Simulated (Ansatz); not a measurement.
How far each method lies from RCCSDTQ for SbH₂⁻, singlet

Geometry: a PBE0/def2-TZVPD stationary point for this spin, not checked as a minimum.

```xyz
3

Sb    0.0000   -0.0198    0.0000
H     0.0000    1.1955    1.2291
H     0.0000    1.1955   -1.2291
```

Basis def2-SVPD with its core potentials; Ansatz 0.2.0. Only valence electrons are correlated (noble-gas cores and the filled d shells of p-block atoms frozen), which leaves 8 electrons in 39 orbitals. R marks a restricted (for open shells ROHF) determinant. Active spaces: valence = (8e, 6o) chosen from the atoms' valence shells. No spin–orbit coupling is included; scalar relativity enters through the core potentials alone.

Full CI isn't at hand for all of this; RCCSDTQ serves as the reference, and is uncertain by about the last step of the cluster series.

- UHF ⟨S²⟩: 0.000
- T1 diagnostic (RCCSD): 0.0144
- largest doubles amplitude (RCCSD): 0.056

| level | E − E(RHF) (eV) |
| --- | --- |
| RMP2 | -3.1468 |
| RCCSD | -3.8040 |
| RCCSD(T) | -3.9173 |

**Question.** Estimate how far RCCSDTQ in def2-SVPD lies from RCCSD(T). The table doesn't fix it; the size of (T) and the diagnostics are the guide.

**Answer.** RCCSDTQ in def2-SVPD lies 0.60 kcal/mol below RCCSD(T), which is 23 % of the (T) step (-2.61 kcal/mol). The diagnostics are small and one determinant leads, so the series closes fast and only a small part of (T) is left.

The other levels:

```csv
level,E − E(RCCSDTQ) (kcal/mol),share of correlation (%),wall time
CISD,8.25,90.93,0.94 s
BCCD(T),0.60,99.34,0.79 s
RCCSDT,0.16,99.82,–
RCCSDT(Q),0.02,99.98,4.4 s
CASSCF (valence space),69.59,23.47,–
NEVPT2 (valence space),20.32,77.66,1.4 s
MRCISD (valence space),5.04,94.45,–
MRCISD+Q (valence space),0.23,99.74,2.2 s
```

The correlation energy at RCCSDTQ, counted from RHF, is -3.943 eV. That run took 4.7 s on 2 threads of AMD EPYC 7R13 with a shared H100 80 GB, shared host.

Times hold each run's SCF and search for its determinant on a shared host, so for small cases they say little of a method's own cost; they ran on 1 thread of AMD EPYC 7R13.

Natural occupations of CASSCF (valence space) about the gap: 1.999 1.998 1.970 1.964 0.037 0.032; effectively unpaired electrons, Σ n²(2−n)², 0.02.
